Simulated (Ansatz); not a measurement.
Ideal-gas functions of `N#CC(Cl)(Cl)Cl` at 600 K and 1 bar, from an Ansatz frequency run at PBE0-D4/def2-TZVP.

Molar mass 144.39 g/mol, point group C3v (symmetry number 3), electronic degeneracy 1, moments of inertia 297.892, 303.291, 303.297 u Å². Harmonic wavenumbers (cm⁻¹, unscaled): 157, 157, 264, 264, 319, 497, 516, 516, 801, 801, 1057, 2385.

Use S(trans) = R[1.5 ln M + 2.5 ln T − 1.1517]; rotational temperatures θ = 24.2544 K / I; S(rot) = R[ln(√π/σ · √(T³/θAθBθC)) + 1.5]; for each mode x = 1.438777 ν̃/T, S = R[x/(eˣ − 1) − ln(1 − e⁻ˣ)] and H = RT x/(eˣ − 1); 1 cm⁻¹ = 0.0119627 kJ/mol; R = 8.31446 J/(mol·K).

Task: By hand: the entropy, in J/(mol·K).

Result: Translation 185.4. Rotation: θ = 0.0814, 0.08, 0.08 K, giving 119.3. Vibration, mode by mode: 16.49, 16.49, 12.25, 12.25, 10.74, 7.33, 7.05, 7.05, 4.06, 4.06, 2.50, 0.18, in all 100.5. Electronic 0.0. Sum 405.2 J/(mol·K).

Task: By hand: H − E and G − E in kJ/mol, counted from the electronic energy.

Result: Zero-point energy ½ × 7734 × 0.0119627 = 46.3; thermal vibration 30.8; translation, rotation and pV give 4 RT = 20.0. H − E = 97.1 kJ/mol, and G − E = 97.1 − 600 × 405.2/1000 = -146.0 kJ/mol.

Vibration gives 25 % of the entropy.
